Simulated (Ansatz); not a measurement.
Elastic constant C12 (GPa) of 20 transition metals, computed with LDA (Ansatz, a program for electronic structure, plane waves, PAW) and with PBEsol in Ansatz (PAW). The set holds measured phases with no doubt noted on the run or the magnetic state but for the caveats below. 6 more of the class have both values but aren't in it, for one of these reasons: built or high-temperature cells, doubts on the run or the magnetic state, unlike cells, values of zero, layered or molecular crystals. Solids without a value at one level (not run, failed, or a magnetic order lost), or held back for tests, aren't counted.

All rows, in order of the shift (worked out from unrounded values):

```json
[
 {"solid": "double-hcp La", "LDA": "18.9", "PBEsol": "15.7", "shift (%)": "-16.9"},
 {"solid": "fcc Ag", "LDA": "124", "PBEsol": "105", "shift (%)": "-14.9"},
 {"solid": "fcc Ni", "LDA": "208", "PBEsol": "184", "shift (%)": "-11.8"},
 {"solid": "fcc Cu", "LDA": "166", "PBEsol": "147", "shift (%)": "-11.5"},
 {"solid": "fcc Au", "LDA": "184", "PBEsol": "164", "shift (%)": "-10.6"},
 {"solid": "bcc Fe", "LDA": "197", "PBEsol": "177", "shift (%)": "-10.2"},
 {"solid": "fcc Pd", "LDA": "205", "PBEsol": "184", "shift (%)": "-10.0"},
 {"solid": "hcp Hf", "LDA": "80.7", "PBEsol": "73.1", "shift (%)": "-9.4"},
 {"solid": "hcp Ti", "LDA": "98.6", "PBEsol": "89.4", "shift (%)": "-9.4"},
 {"solid": "hcp Zr", "LDA": "75.5", "PBEsol": "68.9", "shift (%)": "-8.7"},
 {"solid": "fcc Rh", "LDA": "225", "PBEsol": "208", "shift (%)": "-7.8"},
 {"solid": "fcc Pt", "LDA": "270", "PBEsol": "252", "shift (%)": "-6.6"},
 {"solid": "hcp Ru", "LDA": "217", "PBEsol": "203", "shift (%)": "-6.2"},
 {"solid": "hcp Co", "LDA": "206", "PBEsol": "194", "shift (%)": "-5.8"},
 {"solid": "fcc Ir", "LDA": "272", "PBEsol": "257", "shift (%)": "-5.4"},
 {"solid": "hcp Tc", "LDA": "252", "PBEsol": "240", "shift (%)": "-4.6"},
 {"solid": "hcp Os", "LDA": "252", "PBEsol": "241", "shift (%)": "-4.5"},
 {"solid": "hcp Sc", "LDA": "40.6", "PBEsol": "38.9", "shift (%)": "-4.2"},
 {"solid": "hcp Re", "LDA": "295", "PBEsol": "285", "shift (%)": "-3.2"},
 {"solid": "hcp Y", "LDA": "24.9", "PBEsol": "24.6", "shift (%)": "-1.5"}
]
```

The shift from LDA to PBEsol has a median of -8.3 %, and eight in ten lie between -12.1 % and -4.1 %; PBEsol is the larger in 0 of 20. Each level is at its own cell, so the shift holds the change of volume too.

Ansatz's runs of these crystals have no spin polarisation, but for bcc Fe, hcp Co, fcc Ni.

Density-functional runs with spin start from parallel moments for bcc Fe, parallel moments for hcp Co, parallel moments for fcc Ni.

Spin–orbit coupling is left out, also for the solids with elements from indium on (fcc Pt, hcp Os, double-hcp La, fcc Ir, hcp Re, hcp Hf, fcc Au); its size isn't shown.

Each level is taken at its own relaxed cell. Ansatz's density-functional and Hartree–Fock values are scalar-relativistic unless marked +SOC, with PAW data made under PBE.
